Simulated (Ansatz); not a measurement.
A calculation with Ansatz (development build ahead of 0.2.0).

```yaml
crystal:
  periodic: [false, false, false]
  atoms:
    - { symbol: H, position_ang: [0.0, -0.00066, -1.46903] }
    - { symbol: B, position_ang: [0.0, 0.00058, -0.18191] }
    - { symbol: S, position_ang: [0.0, 8.0e-05, 1.65094] }
basis:
  gaussian: { orbitals: def2-SVP }
total_charge: 1
magnetization:
  initial_magnetization: 1
hamiltonian:
  xc: hf
correlation:
  method: ccsd_t
  frozen_orbitals: { B: 1, H: 0, S: 5 }
```

The input is written out in the form of the current development build from the run's settings. Correlation on restricted open-shell orbitals is semicanonical, with singles.

Output:

| Item | Value |
| --- | --- |
| Converged | yes |
| Reference energy | -422.29261 hartree |
| Correlation energy | -0.20429 hartree |
| Total energy | -422.49691 hartree |
| Stability test | minimum among restricted orbitals |
